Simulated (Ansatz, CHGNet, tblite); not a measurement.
# How well does each level of theory give the lattice constant a of trigonal Se?

Reference value: 4.365 Å (measured, 293 K, not corrected to a static lattice; as tabulated in Wikipedia's data pages).

```json
[
 {"level (code)": "GFN1-xTB (tblite)", "value (Å)": "3.788"},
 {"level (code)": "CHGNet-r²SCAN", "value (Å)": "4.736"},
 {"level (code)": "LDA (Ansatz)", "value (Å)": "3.946"},
 {"level (code)": "PBE (Ansatz)", "value (Å)": "4.528"},
 {"level (code)": "PBE-D3(BJ) (Ansatz)", "value (Å)": "(withheld)"},
 {"level (code)": "r²SCAN-D4 (Ansatz)", "value (Å)": "(withheld)"},
 {"level (code)": "PBE0 (Ansatz)", "value (Å)": "4.858"}
]
```

Problem. Fill in the missing entries.

Solution. 
- PBE-D3(BJ) (Ansatz, a quantum-chemistry and plane-wave program), value (Å): 4.067
- r²SCAN-D4 (Ansatz), value (Å): 4.356

Differences against the reference: GFN1-xTB -13.2 %, CHGNet-r²SCAN +8.50 %, LDA -9.60 %, PBE +3.73 %, PBE-D3(BJ) -6.83 %, r²SCAN-D4 -0.21 %, PBE0 +11.3 %.

Leaving aside CHGNet-r²SCAN (doubt noted below): The reference is not for a static lattice or low temperature, so close values are not ranked against it. Off by more than 1.25 %, or 1.75 % on the side where a correction would as a rule narrow the miss (bounds picked here): GFN1-xTB (-13.2 %), PBE0 (+11.3 %), LDA (-9.60 %), PBE-D3(BJ) (-6.83 %), PBE (+3.73 %).

The measured value isn't corrected to a static lattice, so vibrations enter the comparison.  GFN1-xTB: the cell moved over 20 % in volume from its start. GFN1-xTB: the method was fitted mainly to molecules. GFN1-xTB: the run uses a supercell at the zone centre in place of a k mesh. CHGNet-r²SCAN: the cell has another shape than the first-principles one, perhaps another minimum in the same group. LDA: LDA has no dispersion term either, though it tends to give short spacings of layers, chains or molecules. PBE: for a layered or molecular solid the relaxed cell lies over 5 % above the published volume, where the minimum can be shallow. PBE, PBE0: the cell comes from a level without a dispersion term, which matters for the spacing of layers, chains or molecules. Cutoffs and k meshes differ between the levels. Ansatz's density-functional and Hartree–Fock values are scalar-relativistic unless marked +SOC, with PAW data made under PBE.

Machine-learned potentials (CHGNet-r²SCAN) are trained on DFT data: a solid inside that data is no test of them.

Differences are worked out from the printed values.
